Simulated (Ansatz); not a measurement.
Barrier H + ClH via ClH2, on the benchmark's geometries as Psi4's copy gives them; open shells unrestricted, no zero-point energy, no spin–orbit coupling.
Transition structure (charge 0, multiplicity 2):
| atom | x (Å) | y (Å) | z (Å) |
|---|---|---|---|
| H | 0.0000 | 0.0000 | 1.4858 |
| Cl | 0.0000 | 0.0000 | 0.0000 |
| H | 0.0000 | 0.0000 | -1.4858 |

Cores are frozen in the correlated methods.

Programs: Ansatz (a program for electronic structure). Each number belongs to the level named beside it.

The barrier height is − E(H) − E(ClH) + E(TS). Total energies (hartree):

```tsv
level	H	ClH	TS
HF/aug-cc-pV(T+d)Z	-0.4998212	-460.1086539	-460.5586112
CCSD(T)/aug-cc-pV(T+d)Z	-0.4998212	-460.3457082	-460.8161819
HF/aug-cc-pV(Q+d)Z	-0.4999483	-460.1120198	-460.5620804
CCSD(T)/aug-cc-pV(Q+d)Z	-0.4999483	-460.3658270	-460.8370633
```

**Question.** Work out the barrier height at the basis-set limit: extrapolate the CCSD(T) correlation part as X⁻³, take Hartree–Fock from the larger set.

**Answer.** 
1. Differences (1 hartree = 627.509 kcal/mol): HF/aug-cc-pV(T+d)Z 31.290; CCSD(T)/aug-cc-pV(T+d)Z 18.416; HF/aug-cc-pV(Q+d)Z 31.305; CCSD(T)/aug-cc-pV(Q+d)Z 18.017.
2. Correlation parts, CCSD(T) less HF: -12.874 in aug-cc-pV(T+d)Z (X = 3), -13.288 in aug-cc-pV(Q+d)Z (X = 4).
3. Limit (4³·(-13.288) − 3³·(-12.874))/(4³ − 3³) = -13.590; with HF/aug-cc-pV(Q+d)Z it gives 17.715.
Result: 17.72 kcal/mol, against 18.42 at CCSD(T)/aug-cc-pV(T+d)Z. It is an estimate of this method's limit, not of the exact value.
